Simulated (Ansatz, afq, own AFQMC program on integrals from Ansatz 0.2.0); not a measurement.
# Where AFQMC and coupled cluster stand for NHO, triplet

```json
{"atom": "N", "x (Å)": "0.0000", "y (Å)": "-0.3716", "z (Å)": "0.5172"}
{"atom": "O", "x (Å)": "0.0000", "y (Å)": "0.2861", "z (Å)": "-0.5021"}
{"atom": "H", "x (Å)": "0.0000", "y (Å)": "0.6214", "z (Å)": "0.7838"}
```

Connectivity, by distances: NH–O.

Basis cc-pVDZ. Noble-gas cores (and the filled d shells of Ga–Kr and In–Xe) are frozen. Ansatz 0.2.0 and our own AFQMC program on the same integrals; the CISD trial comes from CCSD amplitudes, and released means the phaseless constraint is let go. Free projection: walkers drawn from exp(T), propagated without any constraint. Its projection time is finite, and what remains of the start isn't in its error. Uncertainties: one standard error, sampling alone.

Determinant: UHF, the one that the program's search chose, which needn't be the lowest solution. The geometry is a point of a scan.

No full CI on the walks' own integrals is used here; CCSDT(Q) serves as the reference and is uncertain by about the last step of the cluster series.

Cautions: lower spins were not checked.

* T1 diagnostic: 0.0290
* weight of the determinant in the CISD state: 0.891
* ⟨S²⟩ of the determinant: 2.028
* size of the correlated space: 12 electrons in 31 orbitals

```tsv
level	correlation energy (eV)
MP2	-8.3112
CCSD	-8.8690
CCSD(T)	-9.1105
```

Q: Estimate where phaseless AFQMC with a CISD trial lies against CCSD(T) on the same integrals.

A: 0.39 ± 0.39 kcal/mol below CCSD(T). The gap is under twice the noise, so this walk alone can't tell the two apart.

Reference: CCSDT(Q), correlation energy -9.152 eV. The released energy is read at 2.40 1/Eh (meV from the phaseless value at times in 1/Eh: -9 ± 14 at 0.24, -24 ± 15 at 0.51, -15 ± 15 at 0.99, 3 ± 16 at 1.62, -6 ± 25 at 2.40).

| level | E − E(reference) (kcal/mol) | share of correlation (%) |
| --- | --- | --- |
| CCSD(T) | 0.95 | 99.55 |
| CCSDT | 0.65 | 99.69 |
| ph-AFQMC/HF | 1.41 ± 1.62 | 99.33 |
| ph-AFQMC/CISD | 0.57 ± 0.39 | 99.73 |
| released AFQMC | 0.44 ± 0.57 | 99.79 |
| free AFQMC | -0.24 ± 0.58 | 100.11 |

Free projections are given only where their last times agree within the noise and don't stop above the reference; a slow remainder of the start can still hide under it. A walk keeps the symmetry of its determinant, which the program's search chose and which needn't be the lowest solution, so a lower state of the same spin and another symmetry isn't excluded. Released energies are given only where the last usable release times agree within the noise; a slower fall can still hide under it.
